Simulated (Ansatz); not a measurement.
A made-up structure of SiH3SO (charge -1), closed shell:

O1  (0.389, -1.233, 0.105)
S2  (-1.226, -1.619, -0.355)
Si3  (0.216, 0.948, 0.065)
H4  (-1.781, -0.387, -0.508)
H5  (1.435, 1.325, -0.774)
H6  (0.809, 1.317, 1.423)
(Å)

It is relaxed with PBE-D4/def2-SVPD and then PBE0-D4/def2-TZVPD (Ansatz 0.2.0). Atoms count as bonded within 1.22 times the sum of their covalent radii (H–H: 0.88 Å). The end point is not checked to be a true minimum.

(1) Does its bonding change? (A judgement: the text doesn't fix the answer.)

Results:

(1) Computed: Yes. Formed: O1–Si3; broken: none.

Where it ends: The first stage lowers the energy by 0.65 eV in 16 steps. It ends as SiH₃SO ([SiH2][O][SH]), total charge -1:
| atom | x (Å) | y (Å) | z (Å) |
| --- | --- | --- | --- |
| O1 | 0.2861 | -0.7517 | -0.3527 |
| S2 | -1.0792 | -1.5520 | -0.0016 |
| Si3 | 0.2713 | 1.0171 | -0.1062 |
| H4 | -1.9910 | -0.6298 | -0.4258 |
| H5 | 1.7317 | 1.2073 | -0.5570 |
| H6 | 0.6231 | 1.0593 | 1.3997 |

Labels in which every atom is bracketed show which atoms are joined, not bond orders.

For scale, one of the runs: PBE0-D4/def2-TZVPD relaxation, 156 basis functions, launched by `ansatz run in.yaml --threads 2 --pin off --events-out ev --progress --plain --max-ram 4352MiB`. The run took about 15 s on 2 CPU threads of an AMD EPYC 9R45 (shared host).
